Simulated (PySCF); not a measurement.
## Reading a saddle point

A first-order saddle point of CH5BO, singlet, PBE0-D4/def2-TZVP, with one imaginary mode of 1469i cm⁻¹:

| atom | x (Å) | y (Å) | z (Å) |
| --- | --- | --- | --- |
| B1 | -0.6783 | -0.1474 | -0.2722 |
| O2 | 0.3159 | -1.3595 | -0.2473 |
| C3 | 0.0847 | 0.9798 | 0.2099 |
| H4 | 0.8260 | -0.3013 | -0.3421 |
| H5 | -1.6717 | -0.3262 | -0.8980 |
| H6 | 0.4231 | -1.7594 | 0.6248 |
| H7 | -0.1657 | 2.0046 | -0.0436 |
| H8 | 0.8661 | 0.9095 | 0.9685 |

PySCF 2.14 with density fitting (its default auxiliary sets; JK sets also for MP2 and CCSD(T)); basis: def2-TZVPP and def2-QZVPP; cores frozen in the correlated methods. Extrapolation: Hartree–Fock as exp(−7.88 √X), correlation as X^−2.97.

Question: Which contacts change along the imaginary mode, and what lies on either side? (Judge from chemistry; the calculation decides.)

Answer: Computed: The step is CH₅BO ([CH3][BH][OH]) → CH₃B ([BH][CH2]) + H₂O (still joined by a long B–O bond), with the molecules in contact on both sides. Shortening one way: O2–H4; lengthening the same way: B1–O2, C3–H4.
| pair | one side (Å) | saddle (Å) | other side (Å) |
| --- | --- | --- | --- |
| O2–H4 | 3.28 | 1.18 | 0.97 |
| B1–O2 | 1.35 | 1.57 | 1.62 |
| C3–H4 | 1.10 | 1.58 | 2.48 |

Question: Which side is lower, and how far does the saddle lie above each? (An estimate is asked for; the value comes from the calculation.)

Answer: Computed: The side with B1–O2, C3–H4 short is lower by 271.4 kJ/mol; the saddle lies 341.4 kJ/mol above it and 70.0 kJ/mol above the other (CCSD(T) at an estimated basis limit (MP2 extrapolated from triple and quadruple zeta, plus CCSD(T) − MP2 in triple zeta); electronic energies).

T1 diagnostic: at most 0.014.

Labels in which every atom is bracketed show which atoms are joined, not bond orders.

For scale, one of the runs: CCSD(T)/def2-TZVPP, 163 basis functions, launched by `OMP_NUM_THREADS=4 python run.py`. Time: 2.1 min of wall clock on 4 CPU threads of an Arm Neoverse V2; the host was shared. Peak host memory: 1.2 GiB.
